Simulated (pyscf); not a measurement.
H₃Si–AsH₂ + H atom (H•) → AsH₂• + silane (SiH₄) (substitution at Si; doublet surface; As–Si broken, H–Si formed). PySCF, gas phase, ωB97X-D3(BJ)/def2-SVP geometries. Correlated levels are frozen-core, on RHF or UHF. ΔMP2 is the change of the MP2 total energy from the triple- to the quadruple-zeta basis. Energies in kJ/mol from the separated reactants.

| level | barrier | reaction energy |
|---|---|---|
| ωB97X-D3(BJ)/def2-TZVP | 16.4 | -94.3 |
| r²SCAN/def2-TZVP | -4.1 | -113.2 |
| M06-2X/def2-TZVP | 16.3 | -126.3 |
| ωB97M-D3(BJ)/def2-TZVP | 16.7 | -121.1 |
| HF/def2-TZVP | (withheld) | -133.3 |
| CCSD/def2-TZVPP | 23.0 | -126.2 |
| CCSD(T)/def2-TZVPP + ΔMP2(QZVPP) | (withheld) | (withheld) |

**Question.** Complete the blanks.

**Answer.** 
- HF/def2-TZVP, barrier: 56.8
- CCSD(T)/def2-TZVPP + ΔMP2(QZVPP), barrier: 17.9
- CCSD(T)/def2-TZVPP + ΔMP2(QZVPP), reaction energy: -115.6

At r²SCAN this geometry lies under the reactants; that is no barrier but a single point on another level's saddle; such a level's own saddle, if it has one, lies nearer that side and is low. One saddle was located; it need not be the lowest between these sides. The angle at the attacked Si is 69° (front-side attack). The CCSD(T) − MP2 part came from Ansatz, without density fitting, on the same reference. The frozen core leaves the outer d or s,p core shells of the metals and heavy elements correlated in the MP2 and CC values, and def2-TZVPP describes them poorly, which can shift differences by a few kcal/mol. Elements up to Kr have no core potential and no relativistic terms here.
